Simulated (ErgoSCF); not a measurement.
**SiHSCl (SMILES S[Si]Cl) at 5 levels**

Aim: a comparison of 5 runs (HF/STO-3G, HF/def2-SVP, PBE0/3-21G, B3LYP/6-31G*, PBE0/def2-SVP) of SiHSCl. 

Program for the calculation: ErgoSCF 3.8.

2 further runs of the same task are left out: 2 set aside as unsound or not needed.

**1. Starting point**

SiHSCl: 4 atoms, total charge 0, spin state singlet. SMILES: `S[Si]Cl`. The coordinates come from a GFN2-xTB relaxation.

Bond lengths: S1–Si2 2.185 Å, Si2–Cl3 2.042 Å, S1–H4 1.326 Å. Angles: S1–Si2–Cl3 99.7°, Si2–S1–H4 94.9°.

**2. A single-point energy at HF/STO-3G (run 1)**

input.xyz

```xyz
4

S     -0.138240     0.984470    -0.603660
Si    -0.196710    -0.912400     0.480120
Cl     1.762660    -1.048970     1.038200
H     -1.427710     0.976890    -0.914660
```

input.ego

```
set_nthreads("env")
molecule "input.xyz"
scf.output_mulliken_pop = 1
scf.use_diagonalization = 1
spin_polarization = 0
charge = 0
scf.max_number_of_iterations = 120
tmpdir = "."
basis = "STO-3G"
run "HF"
```

The basis set STO-3G is read from a file made from the Basis Set Exchange's data (not shown).

Run with:

```sh
$ ergo input.ego
```

Standard output:

```text
[...]
INSC SCF_general constructor, number of basis functions: 28
[...]
INSC Energy   1 =      -1093.76830902297
[...]
INDE E_LUMO =          0.17675934248
[...]
INSC Energy  12 =      -1133.97841907663  ( diff      0.000000000000455 )
[...]
RESC CONVERGED after  12 iterations.
RESC FINAL ENERGY:      -1133.97841907663
[...]
INSC SCF: dipole_moment_x [atomic units] =      -1.23947371
INSC SCF: dipole_moment_y [atomic units] =      -0.15745425
INSC SCF: dipole_moment_z [atomic units] =      -0.21189292
[...]
```

Wall time 1.6 s (1 thread of Arm Neoverse V2, shared host); peak memory 0.26 GiB.

**3. A single-point energy at HF/def2-SVP (run 2)**

job.ego

```
set_nthreads(1)
scf.output_mulliken_pop = 1
tmpdir = "."
basis = "def2-SVP"
scf.max_number_of_iterations = 120
scf.use_diagonalization = 1
molecule_inline
S     -0.26123574     1.86037868    -1.14075207
Si    -0.37172803    -1.72418612     0.90729531
Cl     3.33094465    -1.98226601     1.96191366
H     -2.69798089     1.84605455    -1.72845690
EOF
run "HF"
```

The basis set def2-SVP is read from a file made from the Basis Set Exchange's data (not shown).

Run with:

```sh
$ ergo job.ego
```

Standard output:

```text
[...]
INSC SCF_general constructor, number of basis functions: 59
[...]
INSC Energy   1 =       -676.62345217018
[...]
INDE E_LUMO =          0.02652718919
[...]
INSC Energy  15 =      -1146.22801119297  ( diff     -0.000000000004547 )
[...]
RESC CONVERGED after  15 iterations.
RESC FINAL ENERGY:      -1146.22801119297
[...]
INSC SCF: dipole_moment_x [atomic units] =      -0.64325361
INSC SCF: dipole_moment_y [atomic units] =      -0.12356234
INSC SCF: dipole_moment_z [atomic units] =      -0.08576116
[...]
```

Wall time 8.7 s (1 thread of Arm Neoverse V2, shared host); peak memory 0.26 GiB.

Run 3 isn't shown in full; the table further down has it.

**4. The energy at B3LYP/6-31G(d) (spherical functions) (run 4)**

geom.xyz

```xyz
4

S     -0.138240     0.984470    -0.603660
Si    -0.196710    -0.912400     0.480120
Cl     1.762660    -1.048970     1.038200
H     -1.427710     0.976890    -0.914660
```

run.inp

```
# B3LYP-G on ClHSSi
set_nthreads(1)
molecule "geom.xyz"
scf.use_diagonalization = 1
scf.output_mulliken_pop = 1
scf.max_number_of_iterations = 120
XC.radint = 1e-11
tmpdir = "."
basis = "6-31G*"
XC.sparse_mode = 0
XC.angint = 41
run "B3LYP-G"
```

The basis set 6-31G* is read from a file made from the Basis Set Exchange's data (not shown).

Run with:

```sh
$ ergo run.inp
```

Standard output:

```text
[...]
INDF Weighted mixed functional:
[...]
INSC Energy   1 =       -703.96683958368
[...]
INDE E_LUMO =         -0.10007985559
[...]
INSC Energy  18 =      -1148.51765377479  ( diff     -0.000000000002501 )
[...]
RESC CONVERGED after  18 iterations.
RESC FINAL ENERGY:      -1148.51765377479
[...]
INSC SCF: dipole_moment_x [atomic units] =      -0.67652202
INSC SCF: dipole_moment_y [atomic units] =      -0.09459579
INSC SCF: dipole_moment_z [atomic units] =      -0.11066551
[...]
```

Run time: 17 s. Hardware: 1 thread of Arm Neoverse V2, shared host; peak memory 0.26 GiB.

**5. The energy at PBE0/def2-SVP (run 5)**

input.ego

```
# ClHSSi
set_nthreads(1)
charge = 0
scf.use_diagonalization = 1
tmpdir = "."
XC.radint = 1e-11
XC.angint = 41
scf.output_mulliken_pop = 1
basis = "def2-SVP"
scf.max_number_of_iterations = 120
XC.sparse_mode = 0
molecule_inline Angstrom
S  -0.138240 0.984470 -0.603660
Si -0.196710 -0.912400 0.480120
Cl 1.762660 -1.048970 1.038200
H  -1.427710 0.976890 -0.914660
EOF
run "PBE0"
```

The basis set def2-SVP is read from a file made from the Basis Set Exchange's data (not shown).

Run with:

```sh
$ ergo input.ego
```

Standard output:

```text
[...]
INDF Weighted mixed functional:
[...]
INSC Energy   1 =       -687.41516114107
[...]
INDE E_LUMO =         -0.08907594324
[...]
INSC Energy  17 =      -1147.75740054987  ( diff     -0.000000000002501 )
[...]
RESC CONVERGED after  17 iterations.
RESC FINAL ENERGY:      -1147.75740054987
[...]
INSC SCF: dipole_moment_x [atomic units] =      -0.56056663
INSC SCF: dipole_moment_y [atomic units] =      -0.02300369
INSC SCF: dipole_moment_z [atomic units] =      -0.12375955
[...]
```

Run time: 13 s. Hardware: 1 thread of Arm Neoverse V2, shared host; peak memory 0.26 GiB.

**6. All runs side by side**

| run | level | integration grid | radint | energy (Eh) | dipole moment (D) | wall time |
| --- | --- | --- | --- | --- | --- | --- |
| 1 | HF/STO-3G | – | – | -1133.978419 | 3.22 | 1.6 s |
| 2 | HF/def2-SVP | – | – | -1146.228011 | 1.68 | 8.7 s |
| 3 | PBE0/3-21G | Turbo | 1e-11 | -1142.363752 | 2.58 | 4.2 s |
| 4 | B3LYP/6-31G* (spherical functions) | Turbo | 1e-11 | -1148.517654 | 1.76 | 17 s |
| 5 | PBE0/def2-SVP | Turbo | 1e-11 | -1147.757401 | 1.46 | 13 s |

**7. What came out**

```
            quantity           value
 run 5: total energy  -1147.75740 Eh
run 5: dipole moment          1.46 D
```

**Reading.** The dipole moment (its size) runs from 1.46 D (PBE0/def2-SVP) to 3.22 D (HF/STO-3G). The two ends differ in method and basis. Totals of different functionals can't be ranked against each other. In run 1 the basis is minimal, so the values are rough. All runs together took 45 s, the longest 17 s.
